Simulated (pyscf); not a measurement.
## Elimination: H₃C–SiH(CH₃)–CH₃ → methane (CH₄) + H₂C=SiH–CH₃

Gas phase, singlet surface, charge 0. Bonds broken: C1–Si2, C3–H9. Bonds formed: C1–H9. Single points on ωB97X-D3(BJ)/def2-SVP structures (PySCF, gas phase).

Transition state (Å):

```xyz
14

C      0.7121    -0.6875     0.0583
Si    -1.1504     0.4733    -0.2250
C     -1.8782     0.0436     1.3154
C     -0.4226     2.1824    -0.4048
H      0.6316    -1.7782    -0.0594
H      1.5145    -0.4324     0.7685
H      0.9980    -0.2584    -0.9177
H     -1.4354    -0.1582    -1.5513
H     -0.2895    -0.4261     0.9095
H     -2.4599    -0.8800     1.4195
H     -2.1394     0.8341     2.0290
H      0.0555     2.4861     0.5394
H      0.3129     2.2528    -1.2200
H     -1.2363     2.8973    -0.6120
```

One imaginary mode, 1654i cm⁻¹; descent along it reached the two sides named.

| bond | change | reactant side (Å) | saddle | product side |
|---|---|---|---|---|
| C1–Si2 | breaks | 1.884 | 2.213 | 3.6 |
| C3–H9 | breaks | 1.103 | 1.706 | 3.6 |
| C1–H9 | forms | 3.3 | 1.340 | 1.100 |

Electronic energies relative to the reactant's lowest minimum found (kcal/mol):

```tsv
level	barrier	reaction energy	reverse barrier
ωB97X-D3(BJ)/def2-TZVP	96.9	+55.9	41.0
PBE/def2-TZVP	86.4	+48.3	38.1
r²SCAN/def2-TZVP	90.4	+52.0	38.5
B3LYP-D3(BJ)/def2-TZVP	93.2	+50.0	43.2
PBE0-D3(BJ)/def2-TZVP	91.8	+54.3	37.5
M06-2X/def2-TZVP	94.0	+52.8	41.3
ωB97M-D3(BJ)/def2-TZVP	94.5	+52.8	41.7
HF/def2-TZVP	110.9	+51.9	59.0
```

With ωB97M-D3(BJ)/def2-TZVP energies and thermal terms (ideal gas, 1 atm, RRHO with modes under 100 cm⁻¹ raised to 100, one conformer, R ln 2 for chiral ones without a mode under 150 cm⁻¹), in kcal/mol:

```
T (K)   ΔH‡   ΔG‡     ΔH     ΔG
-----  ----  ----  -----  -----
298    90.4  89.4  +50.8  +40.3
600    90.5  88.5  +50.2  +29.9
900    90.4  87.5  +49.3  +19.9
1200   90.2  86.5  +48.1  +10.2
```

At the saddle there is also a short H–Si contact that neither side keeps. H₂C=SiH–CH₃ lies 7.5 kcal/mol over its isomer H₂C=CH–SiH₃ (electronic energy, ωB97M-D3(BJ)/def2-TZVP). This is the saddle that the search found; another between the same sides may lie lower.
